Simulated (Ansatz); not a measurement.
# H4Si: the cost of one run

Program: Ansatz 0.2.0, Gaussian basis. Level of theory: PBE0-D4, def2-SVP first, then def2-TZVP. These are calculated values, not measurements.

90 further runs of the same task are left out: 90 set aside as unsound or not needed.

### Step 1. The starting structure

The guess: 5 atoms, charge 0, spin multiplicity 1.

Atoms are counted from 1 here; the program's logs count them from 0.

Bond lengths: Si1–H2 1.561 Å, Si1–H4 1.446 Å, Si1–H5 1.446 Å. Angles: H2–Si1–H4 107.0°, H2–Si1–H5 107.1°, H4–Si1–H5 109.7°.

As a file:

```xyz
5

Si    0.22650    0.61150   -0.02240
H    -0.06020   -0.44430   -1.13600
H    -0.34420   -1.03140   -0.39870
H    -1.01820    0.83660    0.67910
H     1.19610    0.02760    0.87800
```

Distances that are to change: Si1–H2 1.56 Å, Si1–H3 1.78 Å, H2–H3 0.98 Å.

### Step 2. Relaxing the guess with the reacting distances held

The input, hold/in.yaml:

```yaml
crystal:
  periodic: [false, false, false]
  atoms:
    - {symbol: Si, position_ang: [0.226500, 0.611500, -0.022400]}
    - {symbol: H, position_ang: [-0.060200, -0.444300, -1.136000]}
    - {symbol: H, position_ang: [-0.344200, -1.031400, -0.398700]}
    - {symbol: H, position_ang: [-1.018200, 0.836600, 0.679100]}
    - {symbol: H, position_ang: [1.196100, 0.027600, 0.878000]}
basis:
  gaussian: {orbitals: def2-SVP}
hamiltonian: {xc: pbe0, dispersion: d4}
relax: {f_tol: 0.08, max_steps: 120, escape_saddle: false, constraints: [{distance: [0, 1]}, {distance: [0, 2]}, {distance: [1, 2]}]}
```

Started as:

```console
$ ansatz run in.yaml --threads 2 --pin off --events-out ev --progress --plain --max-ram 4352MiB
```

**Question.** How long does this run take on 2 threads of Arm Neoverse V1, shared host?

About 2.4 s.
